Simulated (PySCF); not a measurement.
Geometries of 2 isomers of C3H3F2N, from PySCF, PBE0-D3(BJ)/def2-SVP geometry optimisation, gas phase. One conformer each, no zero-point energy, no frequencies.

Problem. Which isomer lies lower at this level?
A.
```xyz
9
angstrom
F      1.927    0.094    0.851
C      1.258   -0.416   -0.198
F      1.169   -1.750   -0.042
C     -0.112    0.165   -0.237
N     -0.824    0.859   -0.995
C     -1.417    0.406    0.333
H      1.810   -0.193   -1.127
H     -2.196   -0.364    0.283
H     -1.557    1.180    1.096
```
B.
```xyz
9
angstrom
N      2.600    0.248    0.475
C      1.530   -0.136    0.265
C      0.177   -0.606    0.011
C     -0.839    0.521   -0.079
F     -0.550    1.317   -1.124
F     -2.055   -0.023   -0.283
H     -0.129   -1.294    0.814
H      0.146   -1.164   -0.938
H     -0.874    1.140    0.835
```

Solution. B. That is `N#CCC(F)F`, 40.4 kcal/mol below the other.

```csv
SMILES,atoms numbered as above,E (Eh),relative (kcal/mol),relative (kJ/mol),dipole (D)
N#CCC(F)F,[N:1]#[C:2][CH2:3][CH:4]([F:5])[F:6],-369.87575,0.0,0.0,2.80
FC(F)C1=NC1,[F:1][CH:2]([F:3])[C:4]1=[N:5][CH2:6]1,-369.81145,40.4,168.8,0.31
```

As drawn, the lower has a C≡N group, which the higher lacks; the higher has a three-membered ring and a C=N bond, which the lower lacks.
